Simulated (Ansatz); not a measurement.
# CHLiSi (SMILES [Li][C]#[SiH]): one structure at several levels

An exercise on one series of results from a longer session: the logs are not shown, and one member is left open.

Program: Ansatz 0.2.0, Gaussian basis. Level of theory: single points in def2-TZVPP. These are calculated values, not measurements.

Correlated methods freeze the cores. The outer core shell of Li, Na, Mg and K is correlated.

## The system as given

SMILES `[Li][C]#[SiH]`, 4 atoms, charge 0, spin multiplicity 1.

Atoms are counted from 1 here; the program's logs count them from 0.

Bond lengths: Li1–C2 1.894 Å, C2–Si3 1.671 Å, Si3–H4 1.587 Å. Angles: Li1–C2–Si3 122.0°, C2–Si3–H4 167.1°.

Coordinates:

```xyz
4

Li   -1.6015    1.3932   -1.0460
C    -0.9990    0.0312    0.1237
Si    0.6236   -0.3272    0.3027
H     2.0417   -0.9402    0.6644
```

The first run:

Contents of run/in.yaml:

```yaml
crystal:
  periodic: [false, false, false]
  atoms:
    - {symbol: Li, position_ang: [-1.601500, 1.393200, -1.046000]}
    - {symbol: C, position_ang: [-0.999000, 0.031200, 0.123700]}
    - {symbol: Si, position_ang: [0.623600, -0.327200, 0.302700]}
    - {symbol: H, position_ang: [2.041700, -0.940200, 0.664400]}
basis:
  gaussian: {orbitals: def2-TZVPP}
correlation: {method: ccsd_t}
output: {forces: true}
```

The command line of these runs was not kept.

Steps of the session up to this table: CCSD(T)/def2-TZVPP; PBE0-D4/def2-TZVPP; wB97M-V/def2-TZVPP; r2SCAN-D4/def2-TZVPP; PBE-D4/def2-TZVPP; BHLYP-D4/def2-TZVPP; CAM-B3LYP-D4/def2-TZVPP.

One table of the session follows, with a row left open; its other results are not shown here.

| method | RMS force component (eV/Å) | angle to CCSD(T) forces (°) | dipole (D) |
| --- | --- | --- | --- |
| CCSD(T) | 0.594 | reference | 5.52 |
| PBE0-D4 | 0.454 | 39.1 | 5.15 |
| wB97M-V | 0.554 | 52.8 | 5.05 |
| r2SCAN-D4 | 0.436 | 27.4 | 5.33 |
| PBE-D4 | 0.417 | 8.9 | 5.21 |
| BHLYP-D4 | ? | ? | ? |
| CAM-B3LYP-D4 | 0.557 | 59.0 | 5.04 |

Estimate the missing values for BHLYP-D4.

As computed: RMS force component (eV/Å): 0.605; angle to CCSD(T) forces (°): 57.1; dipole (D): 5.01. In the column «RMS force component (eV/Å)» it is the highest.
